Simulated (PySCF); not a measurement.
## PH3 at several levels of theory

All levels use the PBE0 minimum (singlet; P–H 1.420 Å (×3); H–P–H 93.1° (×3)), basis [P def2-TZVP, H def2-TZVP], no relativity, density fitting, no spin–orbit coupling, PySCF. For vertical energies the ionised species is a doublet (spins chosen at PBE0 and kept). Atomisation goes to high-spin ground-configuration atoms, without zero-point energy. Open shells are unrestricted, also as the reference of the correlated levels. A dash marks a value that was not computed or is not defined at that level.

```xyz
4
charge 0 multiplicity 1, angstrom
P     0.0000    0.0000   -0.0689
H     1.1903    0.0000    0.7054
H    -0.5951    1.0308    0.7054
H    -0.5952   -1.0308    0.7054
```

| level | atomisation (kJ/mol) | vertical IP (eV) | −ε(HOMO) (eV) | gap (eV) | dipole (D) |
| --- | --- | --- | --- | --- | --- |
| PBE0 | 992 | 10.49 | 7.86 | 8.64 | 0.70 |
| CCSD(T) | 959 | 10.49 | – | – | – |
| HF | 718 | 9.46 | 10.58 | 14.47 | 0.65 |
| PBE | 1000 | 10.49 | 6.68 | 6.54 | 0.68 |
| r2SCAN | 1002 | 10.45 | 6.93 | 7.11 | 0.73 |
| B3LYP | 1022 | 10.60 | 7.65 | 8.17 | 0.61 |
| TPSSh | 1037 | 10.48 | 7.28 | 7.65 | 0.69 |
| MP2 | 922 | 10.40 | – | – | – |
| BHandHLYP | 1004 | 10.44 | 8.92 | 10.64 | 0.62 |
| PBEsol | 1041 | 10.45 | 6.63 | 6.53 | 0.73 |

For PH₃ itself CCSD(T) correlates 8 electrons; T1 = 0.013, D1 = 0.023, (T) = -16 kJ/mol.

Q: Which levels differ least and most from CCSD(T) in the atomisation?

A: Least: PBE0 (+33 kJ/mol); most: HF (-241 kJ/mol). CCSD(T) atomisation energies in a triple-zeta basis lie tens of kJ/mol low, so this is no ranking by accuracy.
